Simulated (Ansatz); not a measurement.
```yaml
crystal:
  periodic: [false, false, false]
  atoms:
    - {symbol: C, position_ang: [0.000000, 0.000000, 0.000000]}
    - {symbol: Ga, position_ang: [0.000000, 0.000000, 1.841400]}
basis:
  gaussian: {orbitals: def2-TZVPD}
total_charge: -1
hamiltonian: {xc: pbe0}
relax: {f_tol: 0.004, max_steps: 80}
```

```sh
$ ansatz run in.yaml --threads 1 --pin off --events-out ev --progress --plain --max-ram 2176MiB
```

Steps of the relaxation (energy above the last step; positions in Å, forces in eV/Å):

```
2
step 1, 24.3 meV
C     0.000    0.000    0.000    0.000    0.000    0.696
Ga    0.000    0.000    1.841    0.000    0.000   -0.696
```

```
2
step 2, 11.0 meV
C     0.000    0.000    0.009    0.000    0.000    0.654
Ga    0.000    0.000    1.832    0.000    0.000   -0.654
```

```
2
step 3, 925.9 meV
C     0.000    0.000    0.145    0.000    0.000   -9.435
Ga    0.000    0.000    1.697    0.000    0.000    9.435
```

```
2
step 4, 0.6 meV
C     0.000    0.000    0.022    0.000    0.000    0.163
Ga    0.000    0.000    1.820    0.000    0.000   -0.163
```

```
2
step 6, 0.0 meV
C     0.000    0.000    0.026    0.000    0.000    0.000
Ga    0.000    0.000    1.816    0.000    0.000    0.000
```

Close pairs at the end: C1–Ga2 1.790 Å.

A stationary point of restricted PBE0 after 6 steps (its stability towards spin polarisation wasn't tested). 30 s on 1 thread of Arm Neoverse V1, shared host.
